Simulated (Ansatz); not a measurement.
Geometry optimisation, Ansatz, RKS PBE0/6-31G*.

The input (input.yaml):

```yaml
crystal:
  periodic: [false, false, false]
  atoms:
    - { symbol: B, position_ang: [0.0, 0.0, 0.0] }
    - { symbol: H, position_ang: [0.0, 0.0, 1.54] }
    - { symbol: H, position_ang: [1.0305, 0.0, -0.595] }
    - { symbol: H, position_ang: [-1.0305, 0.0, -0.595] }
    - { symbol: O, position_ang: [0.0715, -1.6212, 0.5392] }
    - { symbol: C, position_ang: [-0.5794, -2.7171, -0.0867] }
    - { symbol: H, position_ang: [0.1085, -3.5877, -0.1182] }
    - { symbol: H, position_ang: [-1.4893, -2.9859, 0.4895] }
    - { symbol: H, position_ang: [-0.8668, -2.4357, -1.1212] }
    - { symbol: H, position_ang: [0.0379, -0.8605, 1.537] }
basis:
  gaussian: { orbitals: "6-31G*" }
hamiltonian:
  xc: pbe0
relax:
  f_tol: 0.15
  max_steps: 25
  restrain:
    - { distance: [0, 4], at: 2.61, k: 30.0 }
    - { distance: [9, 1], at: 1.86, k: 30.0 }
    - { distance: [0, 1], at: 1.19, k: 30.0 }
    - { distance: [9, 4], at: 1.01, k: 30.0 }
```

Run as:

```bash
$ ansatz run input.yaml --threads 1 --pin off --max-ram 2048MiB --backend cpu --events-out ev --progress --plain --runs-dir out
```

Question: Where does it end, and by what steps?

Answer: It converged. The restraints hold the end off the free minimum. After 11 steps the energy has fallen by 2.021 eV (the restraints' own energy left out); H3 moved furthest, 0.79 Å. Parted: B1–O5 (1.71 → 2.59 Å). Joined: B1–H2 (1.54 → 1.20 Å).

| step | energy less start (eV) | largest force component (eV/Å) | accepted |
| --- | --- | --- | --- |
| 0 | 0.0000 | 4.348 | yes |
| 1 | -0.4326 | 3.497 | yes |
| 2 | -0.9278 | 3.156 | yes |
| 3 | -1.3278 | 2.470 | yes |
| 4 | -1.6441 | 1.797 | yes |
| 5 | -1.9126 | 1.230 | yes |
| 6 | -1.9597 | 0.868 | yes |
| 7 | -1.9877 | 0.741 | yes |
| 8 | -2.0043 | 0.992 | yes |
| 9 | -1.9862 | 1.008 | no |
| 10 | -2.0101 | 1.001 | yes |
| 11 | -2.0212 | 0.879 | yes |

```xyz
10
Properties=species:S:1:pos:R:3
B 0.134 0.400 -0.063
H -0.250 0.423 1.070
H 1.265 0.695 -0.309
H -0.653 0.188 -0.941
O 0.273 -2.063 0.741
C -0.644 -2.921 0.085
H -0.048 -3.642 -0.481
H -1.267 -3.475 0.800
H -1.296 -2.381 -0.614
H -0.233 -1.432 1.301
```

Run time: 27 s on 1 thread of Arm Neoverse V1 (shared host), peak memory 0.13 GiB.
